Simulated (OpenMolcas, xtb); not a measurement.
# How methods differ on C2HF2 (SMILES [CH]=C(F)F)

C2HF2: 5 atoms, total charge 0, spin state doublet. As SMILES, `[CH]=C(F)F`. Geometry: relaxed at PBE0-D4/def2-TZVP.

```jsonl
{"atom": "C", "x (Å)": "-0.0282", "y (Å)": "0.9127", "z (Å)": "-0.0149"}
{"atom": "C", "x (Å)": "0.1636", "y (Å)": "-0.3661", "z (Å)": "0.1246"}
{"atom": "F", "x (Å)": "1.0438", "y (Å)": "-0.9117", "z (Å)": "0.9325"}
{"atom": "F", "x (Å)": "-0.4926", "y (Å)": "-1.3132", "z (Å)": "-0.5203"}
{"atom": "H", "x (Å)": "-0.6366", "y (Å)": "1.6045", "z (Å)": "-0.5634"}
```

Quantity: the energy change with the C1–C2 bond stretched from 1.301 to 1.496 Å, in eV. The values are calculated.

| level | kind | program | value (eV) |
| --- | --- | --- | --- |
| GFN-FF | force field | xtb | 0.64 |
| GFN0-xTB | semi-empirical | xtb | 0.89 |
| UHF/aug-cc-pVDZ | Hartree–Fock | OpenMolcas | 0.68 |
| USVWN5/aug-cc-pVDZ | LDA | OpenMolcas | 0.78 |
| UPBE/aug-cc-pVDZ | GGA | OpenMolcas | 0.68 |
| UM06-L/aug-cc-pVDZ | meta-GGA | OpenMolcas | 0.82 |
| UPBE0/aug-cc-pVDZ | global hybrid | OpenMolcas | 0.84 |

The first shape isn't each level's own minimum. The values span 0.64 to 0.89 eV. Spin contamination of the reference (⟨S²⟩ at least 0.1 too high) touches UHF/aug-cc-pVDZ.
